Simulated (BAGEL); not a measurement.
**C2H7Si (SMILES CC[SiH2]) at UHF/3-21G (density fitting with qzvpp-jkfit)**

What is the vertical ionisation energy of C2H7Si at UHF/3-21G (density fitting with qzvpp-jkfit)? 

Program for the calculation: BAGEL 1.2.2.

## 1. The structure to begin with

C2H7Si has 10 atoms, charge 0, and is taken as a doublet. As SMILES, `CC[SiH2]`. The coordinates come from a PBE0-D4/def2-TZVP relaxation. This is one conformer, not always the lowest.

Bond lengths: C1–C2 1.529 Å, C2–Si3 1.882 Å, C1–H4 1.094 Å, C1–H5 1.093 Å, C1–H6 1.093 Å, C2–H7 1.095 Å, C2–H8 1.095 Å, Si3–H9 1.492 Å, Si3–H10 1.492 Å. Some angles: C1–C2–Si3 113.1°, C1–C2–H7 110.5°, C1–C2–H8 110.5°, Si3–C2–H7 108.2°, Si3–C2–H8 108.2°, C2–C1–H4 111.2°, C2–C1–H5 111.4°, C2–C1–H6 111.4°, C2–Si3–H9 111.4°, C2–Si3–H10 111.4°.

## 2. A single-point energy at UHF/3-21G (density fitting with qzvpp-jkfit)

Contents of hf.json:

```json
{ "bagel" : [

{
  "title" : "molecule",
  "basis" : "3-21g",
  "df_basis" : "qzvpp-jkfit",
  "angstrom" : true,
  "geometry" : [
    { "atom" : "C", "xyz" : [      -0.795600,       0.528400,      -0.645600 ] },
    { "atom" : "C", "xyz" : [      -0.153600,      -0.745600,      -0.096400 ] },
    { "atom" : "Si", "xyz" : [       1.313800,      -0.405300,       1.031300 ] },
    { "atom" : "H", "xyz" : [      -1.643600,       0.295400,      -1.296300 ] },
    { "atom" : "H", "xyz" : [      -0.082300,       1.114700,      -1.230000 ] },
    { "atom" : "H", "xyz" : [      -1.163500,       1.168900,       0.159600 ] },
    { "atom" : "H", "xyz" : [       0.186400,      -1.386700,      -0.915900 ] },
    { "atom" : "H", "xyz" : [      -0.887500,      -1.332500,       0.465000 ] },
    { "atom" : "H", "xyz" : [       0.908800,       0.394100,       2.224400 ] },
    { "atom" : "H", "xyz" : [       2.400000,       0.317200,       0.306900 ] }
  ]
},

{ "title" : "uhf", "charge" : 0, "nopen" : 1 },

{ "title" : "print", "file" : "orbitals.molden", "orbitals" : true }

]}
```

Command:

```bash
$ BAGEL_NUM_THREADS=1 BAGEL hf.json > hf.out
```

The program printed:

```text
* using 1 threads per process

  ===============================================================
  ===============================================================

  *** Geometry ***

  { "atom" : "C", "xyz" : [     -1.503466,      0.998531,     -1.220007 ] },
  { "atom" : "C", "xyz" : [     -0.290262,     -1.408980,     -0.182170 ] },
  { "atom" : "Si", "xyz" : [      2.482722,     -0.765906,      1.948875 ] },
  { "atom" : "H", "xyz" : [     -3.105954,      0.558225,     -2.449652 ] },
  { "atom" : "H", "xyz" : [     -0.155524,      2.106478,     -2.324363 ] },
  { "atom" : "H", "xyz" : [     -2.198696,      2.208901,      0.301600 ] },
  { "atom" : "H", "xyz" : [      0.352245,     -2.620483,     -1.730800 ] },
  { "atom" : "H", "xyz" : [     -1.677132,     -2.518060,      0.878723 ] },
  { "atom" : "H", "xyz" : [      1.717383,      0.744741,      4.203507 ] },
  { "atom" : "H", "xyz" : [      4.535343,      0.599421,      0.579957 ] },

  Number of auxiliary basis functions:      404

  Since a DF basis is specified, we compute 2- and 3-index integrals:
    o Being stored without compression. Storage requirement is 0.007 GB

  Number of basis functions:       45
  Number of electrons      :       33

    * METHOD: MOLECULE                             0.31

  *** Open-shell HF ***

  === Nuclear Repulsion ===
   104.5158240506

      * DIIS with orbital gradients will be used.

  === UHF iteration (3-21g) ===
      0       -366.67106444          0.03437363           0.07
      1       -366.72437514          0.01079128           0.08
      2       -366.73060061          0.00530141           0.08
      3       -366.73184332          0.00089392           0.08
      4       -366.73203356          0.00021052           0.09
      5       -366.73206899          0.00008844           0.09
      6       -366.73208126          0.00002203           0.08
      7       -366.73208502          0.00001073           0.07
      8       -366.73208658          0.00000363           0.08
      9       -366.73208674          0.00000092           0.08
     10       -366.73208675          0.00000032           0.08
     11       -366.73208675          0.00000011           0.09
     12       -366.73208675          0.00000006           0.08
     13       -366.73208675          0.00000003           0.08
     14       -366.73208675          0.00000002           0.07
     15       -366.73208675          0.00000001           0.06
     16       -366.73208675          0.00000000           0.08
    * SCF iteration converged.

    * S^2 (UHF) is 0.7538

    * Permanent dipole moment:
           (    0.208293,     0.176313,     0.154822) a.u.

    * METHOD: UHF                                  1.52

    * METHOD: PRINT                                0.01

  ===============================================================
```

Run time: 2.3 s. Hardware: 1 thread of Intel Xeon at 2.50GHz (Skylake/Cascade Lake), shared host; peak memory 0.08 GiB.

## 3. The singlet cation, same level

Contents of input.json:

```json
{ "bagel" : [

{
  "title" : "molecule",
  "basis" : "3-21g",
  "df_basis" : "qzvpp-jkfit",
  "angstrom" : true,
  "geometry" : [
    { "atom" : "C", "xyz" : [   -0.795600,    0.528400,   -0.645600 ] },
    { "atom" : "C", "xyz" : [   -0.153600,   -0.745600,   -0.096400 ] },
    { "atom" : "Si", "xyz" : [    1.313800,   -0.405300,    1.031300 ] },
    { "atom" : "H", "xyz" : [   -1.643600,    0.295400,   -1.296300 ] },
    { "atom" : "H", "xyz" : [   -0.082300,    1.114700,   -1.230000 ] },
    { "atom" : "H", "xyz" : [   -1.163500,    1.168900,    0.159600 ] },
    { "atom" : "H", "xyz" : [    0.186400,   -1.386700,   -0.915900 ] },
    { "atom" : "H", "xyz" : [   -0.887500,   -1.332500,    0.465000 ] },
    { "atom" : "H", "xyz" : [    0.908800,    0.394100,    2.224400 ] },
    { "atom" : "H", "xyz" : [    2.400000,    0.317200,    0.306900 ] }
  ]
},
{
  "title" : "hf",
  "charge" : 1
},
{
  "title" : "print",
  "file" : "orbitals.molden",
  "orbitals" : true
}

]}
```

Command:

```bash
$ BAGEL_NUM_THREADS=1 BAGEL input.json > input.out
```

The program printed:

```text
* using 1 threads per process

  ===============================================================
  ===============================================================

  *** Geometry ***

  { "atom" : "C", "xyz" : [     -1.503466,      0.998531,     -1.220007 ] },
  { "atom" : "C", "xyz" : [     -0.290262,     -1.408980,     -0.182170 ] },
  { "atom" : "Si", "xyz" : [      2.482722,     -0.765906,      1.948875 ] },
  { "atom" : "H", "xyz" : [     -3.105954,      0.558225,     -2.449652 ] },
  { "atom" : "H", "xyz" : [     -0.155524,      2.106478,     -2.324363 ] },
  { "atom" : "H", "xyz" : [     -2.198696,      2.208901,      0.301600 ] },
  { "atom" : "H", "xyz" : [      0.352245,     -2.620483,     -1.730800 ] },
  { "atom" : "H", "xyz" : [     -1.677132,     -2.518060,      0.878723 ] },
  { "atom" : "H", "xyz" : [      1.717383,      0.744741,      4.203507 ] },
  { "atom" : "H", "xyz" : [      4.535343,      0.599421,      0.579957 ] },

  Number of auxiliary basis functions:      404

  Since a DF basis is specified, we compute 2- and 3-index integrals:
    o Being stored without compression. Storage requirement is 0.007 GB

  Number of basis functions:       45
  Number of electrons      :       33

    * METHOD: MOLECULE                             0.29

  *** RHF ***

  === Nuclear Repulsion ===
   104.5158240506

      * DIIS with orbital gradients will be used.

  === RHF iteration (3-21g) ===
      0       -366.36932603          0.01767661           0.04
      1       -366.43896971          0.00592025           0.03
      2       -366.44579244          0.00203464           0.04
      3       -366.44661705          0.00033074           0.04
      4       -366.44666304          0.00013151           0.04
      5       -366.44667234          0.00004572           0.04
      6       -366.44667331          0.00001740           0.04
      7       -366.44667353          0.00000713           0.04
      8       -366.44667358          0.00000182           0.04
      9       -366.44667358          0.00000047           0.04
     10       -366.44667358          0.00000018           0.04
     11       -366.44667358          0.00000006           0.04
     12       -366.44667358          0.00000001           0.04
     13       -366.44667358          0.00000000           0.04
    * SCF iteration converged.

    * Permanent dipole moment:
           (   -1.145388,     0.717934,    -0.919321) a.u.

    * METHOD: HF                                   0.74

    * METHOD: PRINT                                0.01

  ===============================================================
```

Wall time 1.5 s (1 thread of Intel Xeon at 2.50GHz (Skylake/Cascade Lake), shared host); peak memory 0.08 GiB.

## 4. Results

Level: UHF/3-21G (density fitting with qzvpp-jkfit).

```
                                          quantity          value
                      doublet C2H7Si: total energy  -366.73209 Eh
                     doublet C2H7Si: dipole moment         0.80 D
                              doublet C2H7Si: ⟨S²⟩          0.754
                      singlet cation: total energy  -366.44667 Eh
                       singlet cation: HOMO energy      -17.57 eV
                       singlet cation: LUMO energy       -6.93 eV
                     singlet cation: HOMO–LUMO gap       10.64 eV
vertical ionisation energy (to the singlet cation)       7.766 eV
```

In words: Removing an electron at fixed nuclei costs 7.77 eV (749 kJ/mol). Only the singlet of the ionised species was computed; a triplet could lie lower.
